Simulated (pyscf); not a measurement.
Single points on ωB97X-D3(BJ)/def2-SVP structures (PySCF, gas phase).

Q: Estimate by transition-state theory the rate constant of `[Cl][BH][Cl]` + `[H]` [doublet] → `[Cl][B][Cl]` [doublet] + `[H][H]` (doublet surface; B–H broken, H–H formed) at 298 K, with ωB97M-D3(BJ)/def2-TZVP energies (ideal gas, 1 atm, RRHO with modes under 100 cm⁻¹ raised to 100, one conformer, R ln 2 for chiral ones without a mode under 150 cm⁻¹; no tunnelling).

A: The electronic barrier is 11.1 kcal/mol and the thermal terms add +4.3, so ΔG‡ = 15.4 kcal/mol. With k_BT/h = 6.21e+12 s⁻¹ and RT = 0.592 kcal/mol, and a volume of 4.06e-20 cm³ per molecule at 1 atm, k = 1.3e-18 cm³ molecule⁻¹ s⁻¹. Wigner's tunnelling factor for 1126i cm⁻¹ would be 2.23, likely too low at so high a frequency. A shift of 1 kcal/mol in the barrier changes k by a factor 5.4. One saddle was located; it need not be the lowest between these sides. The angle at the transferred H is 179°.
